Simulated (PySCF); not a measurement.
**Basis set benchmark on one molecule**

Molecule: `NC1CCCC1`, C$_{5}$H$_{11}$N.

Molfile (atoms numbered from 1):
```
C5H11N
     RDKit          3D

 17 17  0  0  0  0  0  0  0  0999 V2000
    2.1632    0.0598    0.7094 N   0  0  0  0  0  0  0  0  0  0  0  0
    0.7297    0.1933    0.5850 C   0  0  0  0  0  0  0  0  0  0  0  0
    0.0172   -1.1504    0.4446 C   0  0  0  0  0  0  0  0  0  0  0  0
   -1.4097   -0.7909    0.0186 C   0  0  0  0  0  0  0  0  0  0  0  0
   -1.3081    0.5940   -0.6737 C   0  0  0  0  0  0  0  0  0  0  0  0
    0.1758    0.9720   -0.6170 C   0  0  0  0  0  0  0  0  0  0  0  0
    2.5445   -0.3551   -0.1409 H   0  0  0  0  0  0  0  0  0  0  0  0
    2.5994    0.9756    0.7972 H   0  0  0  0  0  0  0  0  0  0  0  0
    0.3611    0.6796    1.5085 H   0  0  0  0  0  0  0  0  0  0  0  0
    0.0705   -1.7537    1.3625 H   0  0  0  0  0  0  0  0  0  0  0  0
    0.5258   -1.7275   -0.3491 H   0  0  0  0  0  0  0  0  0  0  0  0
   -2.0671   -0.7293    0.8998 H   0  0  0  0  0  0  0  0  0  0  0  0
   -1.8482   -1.5558   -0.6393 H   0  0  0  0  0  0  0  0  0  0  0  0
   -1.9158    1.3371   -0.1343 H   0  0  0  0  0  0  0  0  0  0  0  0
   -1.6898    0.5759   -1.7054 H   0  0  0  0  0  0  0  0  0  0  0  0
    0.7028    0.6191   -1.5220 H   0  0  0  0  0  0  0  0  0  0  0  0
    0.3496    2.0575   -0.5451 H   0  0  0  0  0  0  0  0  0  0  0  0
  1  2  1  0
  2  3  1  0
  3  4  1  0
  4  5  1  0
  5  6  1  0
  6  2  1  0
  1  7  1  0
  1  8  1  0
  2  9  1  0
  3 10  1  0
  3 11  1  0
  4 12  1  0
  4 13  1  0
  5 14  1  0
  5 15  1  0
  6 16  1  0
  6 17  1  0
M  END
```

Geometry PBE0-D3(BJ)/def2-SVP throughout; GIAO in PySCF, gas phase, one conformer, non-relativistic; equivalent atoms averaged; functional PBE0.

Reference values (measured; solution, not stated per compound (mostly CDCl3 or CCl4); Pretsch, Buehlmann, Badertscher, Structure Determination of Organic Compounds, 4th ed. (2009)): δ(C2) = 53.4 ppm, δ(C3/C6) = 36.4 ppm, δ(C4/C5) = 24.0 ppm. Computed shifts are taken against TMS, calculated as an isolated molecule at each level.

How do the basis sets STO-3G, 6-31G, pcSseg-0, 6-31G*, def2-SVP, cc-pVDZ, pcSseg-1, 6-311+G(2d,p), aug-cc-pVDZ, def2-TZVP, IGLO-III perform against the reference? Times are CPU seconds on shared hosts with different chips, so compare them loosely.

Results:


```csv
basis set,functions,C2,C3/C6,C4/C5,mean abs. error C,core-s
STO-3G,41,51.6,33.8,29.9,3.4,3.5
6-31G,76,54.5,38.4,23.8,1.1,7.3
pcSseg-0,76,58.4,39.9,23.3,3.1,7.9
6-31G*,106,53.6,36.8,22.6,0.7,10
def2-SVP,139,54.5,37.6,21.5,1.6,14
cc-pVDZ,139,57.3,39.6,23.9,2.4,21
pcSseg-1,157,57.8,39.9,23.6,2.8,16
"6-311+G(2d,p)",228,57.9,40.1,23.5,2.9,29
aug-cc-pVDZ,237,57.2,39.6,22.9,2.7,41
def2-TZVP,252,59.5,40.9,24.1,3.6,36
IGLO-III,320,60.3,41.8,24.5,4.3,84
```

For 13C the closest is 6-31G* (0.7 ppm) and the furthest IGLO-III (4.3 ppm). Where a smaller basis beats a larger one, errors probably cancel. One molecule is a small sample, and vibrational and solvent effects are absent from the calculation.

A small basis that lands close on one nucleus may do so by chance; judge by the trend and by all nuclei.
